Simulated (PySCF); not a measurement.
Gas-phase reaction: 2 C4H10 (n-butane) = C2H2 (acetylene) + 3 C2H6

Computed with PySCF (xtb for GFN2) and rigid-rotor harmonic-oscillator thermochemistry at 1 bar. The comparison is the NASA 1993 polynomial table, which mixes measured and estimated data. S°(298 K) at PBE0/def2-TZVP differs from the NASA 1993 table for C4H10 (n-butane) (-9 J/mol/K); whether the harmonic model or the table's entry is off was not settled. † marks an energy on the PBE0/def2-TZVP geometry and frequencies; other levels use their own. CCSD(T) freezes the core. 6-31G* has spherical d functions here. All species are closed-shell singlets. B3LYP is the form with VWN-RPA correlation. CCSD(T) isn't extrapolated to the basis-set limit. The harmonic model lacks anharmonicity and excited electronic states, which grow with temperature; levels with a mode under 35 cm⁻¹ are left out. Internal rotation in C4H10 (n-butane), C2H6 is treated as a harmonic vibration of one conformer, which makes the entropy rough.

| level | ΔH°(298 K), kJ | minus table | ΔG°(1600 K), kJ |
|---|---|---|---|
| table | 228.2 | - | -188.6 |
| B3LYP/def2-TZVP† | 197.0 | -31.2 | -247.1 |
| BLYP/def2-TZVP† | 165.8 | -62.4 | -278.3 |
| CCSD(T)/def2-SVP† | 246.1 | 17.9 | -198.0 |
| GFN2-xTB | 276.7 | 48.5 | -167.5 |
| HF/6-31G* | 218.1 | -10.1 | -231.0 |
| ωB97M-V/def2-TZVP† | 239.9 | 11.7 | -204.2 |
